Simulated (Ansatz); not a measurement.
# FHNO radical: geometry and frequencies at several levels

The task here is to estimate one member of a computed series from the others.

Method: the levels named in each step, in Ansatz 0.2.0.

## The starting structure

Bond lengths: N2–O3 1.136 Å, F1–H4 0.925 Å.

As a file:

```xyz
4

F    -0.4415    0.4223   -1.9136
N     0.5888   -0.2860    0.7256
O     0.0203   -0.2635    1.7086
H    -0.0973    0.1938   -1.0857
```

Set-up of the first run:

Contents of input.yaml:

```yaml
crystal:
  periodic: [false, false, false]
  atoms:
    - { symbol: F, position_ang: [-0.4414931, 0.42234064, -1.91356391] }
    - { symbol: "N", position_ang: [0.58882506, -0.28603521, 0.725582] }
    - { symbol: O, position_ang: [0.02028286, -0.26345767, 1.70856805] }
    - { symbol: H, position_ang: [-0.09734481, 0.19382224, -1.08565614] }
magnetization:
  spin_polarized: true
  initial_magnetization: 1
basis:
  gaussian: { orbitals: def2-TZVPP }
hamiltonian:
  xc: pbe0
  dispersion: d4
phonons: {}
```

Launch:

```bash
ansatz run input.yaml --threads 2 --pin off --max-ram 5120MiB --backend cpu --events-out ev --progress --plain --runs-dir out
```

Steps of the session up to this table: Frequencies, PBE0-D4/def2-TZVPP; Relaxation, PBE-D4/def2-TZVPP; Frequencies, PBE-D4/def2-TZVPP; Relaxation, r2SCAN-D4/def2-TZVPP; Frequencies, r2SCAN-D4/def2-TZVPP; Relaxation, B3LYP-D4/def2-TZVPP; Frequencies, B3LYP-D4/def2-TZVPP; Relaxation, B2PLYP/def2-TZVPP.

One of the session's tables, all rows but one given; the rest of the session is left out.

| level | N2–O3 (Å) | dipole (D) |
| --- | --- | --- |
| PBE-D4/def2-TZVPP | ? | ? |
| r2SCAN-D4/def2-TZVPP | 1.1436 | 2.55 |
| B3LYP-D4/def2-TZVPP | 1.1409 | 2.55 |
| B2PLYP/def2-TZVPP | 1.1489 | 2.53 |

Estimate the missing values for PBE-D4/def2-TZVPP.

As computed: N2–O3 (Å): 1.1530; dipole (D): 2.65. In the column «N2–O3 (Å)» it is the highest.
